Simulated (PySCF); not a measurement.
**Carbon: a sound run and one with changed settings**

Sound run: C [He] 2s2 2p2, C+ [He] 2s2 2p1. Calculation: PySCF 2.14, in cc-pVDZ (3s2p1d, 14 functions); no relativity, point nucleus. In the sound run the correlated levels freeze 1s2. The sound run starts from symmetry-adapted Hartree-Fock orbitals and uses a fine grid where one is needed.

A second run was set up differently.

| species | method | sound run (hartree) | changed run (hartree) | converged |
| --- | --- | --- | --- | --- |
| C | MP2 | -37.73831 | -37.73966 | yes |
| C | CCSD(T) | -37.76038 | -37.76156 | yes |
| C+ | MP2 | -37.33082 | -37.33213 | yes |
| C+ | CCSD(T) | -37.35689 | -37.35796 | yes |

Ionisation energy of C:

| method | sound run (eV) | changed run (eV) |
| --- | --- | --- |
| UHF | 10.803 | 10.803 |
| MP2 | 11.088 | 11.089 |
| SCS-MP2 | 10.982 | 10.981 |
| CCSD | 10.972 | 10.975 |
| CCSD(T) | 10.979 | 10.983 |

**Question.** What was changed?
A. all electrons correlated in a valence basis
B. level shift left on
C. basis contracted for another Hamiltonian
D. a valence shell is frozen

**Answer.** A. A valence basis has no tight correlating functions, so it recovers only part of the core correlation, and not evenly between atom and ion.
